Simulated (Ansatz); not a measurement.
Process, species as SMILES: C#C (C2H2) → C2H2+ (doublet, bonded as C#C) + e-
B3LYP-D3(BJ)/def2-TZVP geometries, fixed; electronic energies without zero-point terms.

How fast the adiabatic ionisation energy converges with the basis for several methods (Ansatz, a first-principles code): deviation from each method's own reference, in eV. References: CCSD(T) 11.407 eV, Hartree-Fock in cc-pVQZ plus the correlation part extrapolated as X^-3 from cc-pVTZ and cc-pVQZ; HF 9.798 eV, the value in def2-QZVPPD; MP2 11.599 eV, Hartree-Fock in cc-pVQZ plus the correlation part extrapolated as X^-3 from cc-pVTZ and cc-pVQZ; PBE 11.269 eV, the value in aug-pcseg-3; PBE0 11.189 eV, the value in aug-pcseg-3; r2SCAN 11.145 eV, the value in aug-pcseg-3. Cartesian d functions, on some or all atoms, in 6-31G**, 6-31+G*; all else is spherical. In correlated methods cores are frozen. Open shells are unrestricted. No added dispersion term, no relativity. 

| basis | functions | CCSD(T) | HF | MP2 | PBE | PBE0 | r2SCAN |
|---|---|---|---|---|---|---|---|
| def2-SVP | 38 | -0.344 | 0.078 | -0.378 | -0.073 | -0.021 | -0.014 |
| 6-31G** | 40 | -0.558 | -0.137 | -0.598 | -0.270 | -0.215 | -0.200 |
| 6-31+G* | 42 | -0.473 | -0.003 | -0.503 | -0.106 | -0.078 | -0.094 |
| 6-311+G** | 56 | -0.288 | 0.044 | -0.306 | 0.002 | 0.009 | 0.015 |
| pcseg-2 | 88 | -0.141 | 0.019 | -0.157 | 0.004 | 0.008 | 0.009 |
| def2-TZVPP | 90 | -0.121 | -0.001 | -0.136 | -0.017 | -0.012 | -0.012 |
| jun-cc-pV(T+d)Z | 106 | -0.113 | 0.001 | -0.127 | -0.004 | -0.005 | -0.007 |
| def2-TZVPPD | 108 | -0.113 | -0.001 | -0.128 | -0.015 | -0.012 | -0.013 |

Mean absolute deviation over 6-311+G**, pcseg-2, def2-TZVPP, jun-cc-pV(T+d)Z, def2-TZVPPD: PBE 0.008, PBE0 0.009, r2SCAN 0.011, HF 0.013, CCSD(T) 0.155, MP2 0.171 eV.
